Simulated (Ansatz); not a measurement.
**[H···H···Cl], doublet: transfer scan**

Starting geometry:

```
atom   x (Å)   y (Å)    z (Å)
   H  0.0000  0.0000  -1.1410
   H  0.0000  0.0000  -0.3960
  Cl  0.0000  0.0000   1.5370
```

From there H2 is moved from one fragment to the other while all else, the fragments' distance too, stays fixed, so the hump isn't the reaction's barrier; atoms are numbered as listed. Energies are in kJ/mol, counted from the starting geometry at the same level. Kohn–Sham curves are unrestricted where that lies lower.

Basis cc-pVTZ; Ansatz 0.2.0. Only valence electrons are correlated (noble-gas cores frozen). R marks a restricted (for open shells ROHF) determinant, U an unrestricted one.

Full CI isn't at hand for all of this; UCCSDT(Q) serves as the reference, and is uncertain by about the last step of the cluster series.

```tsv
distance H1-H2 (Å)	PBE0
0.693	8.0
0.745	0.0
0.828	2.4
0.912	13.4
0.995	23.7
1.078	27.7
1.161	23.6
1.245	14.0
1.328	5.5
```

Problem. Estimate the UCCSDT(Q) curve in cc-pVTZ from this one, knowing how PBE0 errs.

Solution. The computed UCCSDT(Q) values, in kJ/mol from the starting point, and the error of PBE0 against them:
```csv
distance H1-H2 (Å),UCCSDT(Q),PBE0 less UCCSDT(Q)
0.693,4.4,3.6
0.745,0.0,0.0
0.828,8.7,-6.3
0.912,25.9,-12.5
0.995,41.0,-17.4
1.078,47.2,-19.5
1.161,42.3,-18.8
1.245,30.0,-16.0
1.328,18.0,-12.5
```

The error spans 23.2 kJ/mol and is largest, -19.5 kJ/mol, at 1.078 Å.
